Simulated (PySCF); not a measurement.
C4H6O2.
Atom-mapped SMILES: `[CH2:1]=[CH:2][C:3](=[O:4])[O:5][CH3:6]` (hydrogens: H7, H8 on C1; H9 on C2; H10, H11, H12 on C6)

Method: core-valence-separated Tamm–Dancoff BHandHLYP/aug-pcX-1 (pcseg-1 on H) in PySCF, non-relativistic, gas phase, PBE0-D3(BJ)/def2-SVP geometry.

Computed oxygen K-edge spectrum, Gaussian lines of 0.3 eV full width, highest printed point 100; it ends one width below the last computed root. No empirical shift is added; at this level the pattern usually sits a few eV under experiment.

photon energy (eV), absorption and a bar:
```
    528.8          3 #
    529.0         63 ###################
    529.2        100 ##############################
    529.4         13 ####
    529.6          0 
    529.8          0 
    530.0          0 
    530.2          0 
    530.4          0 
    530.6          0 
    530.8          0 
    531.0          0 
    531.2          0 
    531.4          0 
    531.6          0 
    531.8          0 
    532.0          1 
    532.2         17 #####
    532.4         50 ###############
    532.6         12 ####
    532.8          0 
    533.0          0 
    533.2          0 
    533.4          0 
    533.6          0 
    533.8          2 #
    534.0         20 ######
    534.2         19 ######
    534.4          9 ###
    534.6         32 ##########
    534.8         65 ####################
    535.0         28 ########
    535.2          6 ##
```

Task: Where are the maxima, and which lines make them up?

Result: 4 maxima:
- 529.1 eV: O4 (ester carbonyl oxygen), 529.14 eV, f = 0.040, 1s→π*, 100 % of the height at the exact maximum
- 532.4 eV: O5 (ester single-bonded oxygen), 532.38 eV, f = 0.018, 100 % of the height at the exact maximum
- 534.1 eV: O4 (ester carbonyl oxygen), 534.07 eV, f = 0.007, 84 % of the height at the exact maximum; O4 (ester carbonyl oxygen), 534.20 eV, f = 0.002, 15 % of the height at the exact maximum
- 534.8 eV: O5 (ester single-bonded oxygen), 534.76 eV, f = 0.021, 92 % of the height at the exact maximum

Further lines of some strength in the range: O5, 535.00 eV, f = 0.006.

Roots within 0.03 eV on the same or equivalent atoms count as one line; shares under 12 % aren't listed.

Vibrational structure and lifetime widths aren't in the curve. The ionisation threshold wasn't computed; near and above it a finite basis only mimics Rydberg series and continuum.

The run took 18 s on an Arm Neoverse V1 with one thread, shared host, and the process peaked at 0.89 GiB of memory.

Shape of the structure used: `[CH2:1]=[CH:2][C:3](=[O:4])[O:5][CH3:6]`: C1–C2–C3–O4 0°, C2–C3–O5–C6 179°.

One conformer stands for the species.
